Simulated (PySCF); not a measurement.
**Towards the basis-set limit for SiB+**

One table from this session's results is given with a row withheld; the runs are named, their logs left out.

The runs use PySCF 2.14.0; CCSD(T) on ROHF, no relativity in the base curves; scalar relativity is added as a correction.

The first run:

- molecule: SiB+
- state: triplet, unpaired electrons σ ↑, π ↑
- smaller basis: Si cc-pV(T+d)Z, B cc-pVTZ
- larger basis: Si cc-pV(Q+d)Z, B cc-pVQZ
- frozen core orbitals: 6
- extrapolation: correlation as n⁻³ (n = 3, 4), Hartree–Fock as (n+1)·exp(−9√n)
- corrections: core–valence correlation, scalar relativity
- distances (Å): 1.8527, 1.9370, 2.0212, 2.1054, 2.1896, 2.2949, 2.4002
- masses (u): 27.9769, 11.0093
- dissociation limit: Si+ + B

The run is started by

```bash
OMP_NUM_THREADS=4 python comp.py task.json out
```

One table of the session follows, with a row left open; its other results are not shown here.

Parts of the energy along the bond, in eV from Si+ + B:

```
 R (Å)  HF/CBS  CCSD corr.      (T)  core–valence  relativity
1.8527  -1.810      -0.226  -0.1011       -0.0273      0.0064
1.9370  -2.004      -0.263  -0.1128       -0.0185      0.0066
2.0212  -2.056      -0.314  -0.1256       -0.0114      0.0065
2.1054  -2.013      -0.375  -0.1376       -0.0058      0.0063
2.1896  -1.923      -0.431  -0.1444       -0.0011      0.0060
2.2949       ?           ?        ?             ?           ?
2.4002  -1.710      -0.461  -0.1333        0.0079      0.0053
```

**Question.** Estimate the row for R (Å) = 2.2949.

Worked estimate for «HF/CBS». A straight line through the neighbours (2.1896, -1.923) and (2.4002, -1.710) gives -1.923 + (-1.710 + 1.923) × (2.2949 − 2.1896) / (2.4002 − 2.1896) = -1.816; a parabola fitted to 3 rows on both sides gives -1.814.

The run gave: HF/CBS: -1.809; CCSD corr.: -0.465; (T): -0.1424; core–valence: 0.0038; relativity: 0.0057. In «HF/CBS» the line misses by -0.007 and the parabola by -0.005.

Caveats from the session: Spin–orbit coupling and excitations beyond (T) are left out.
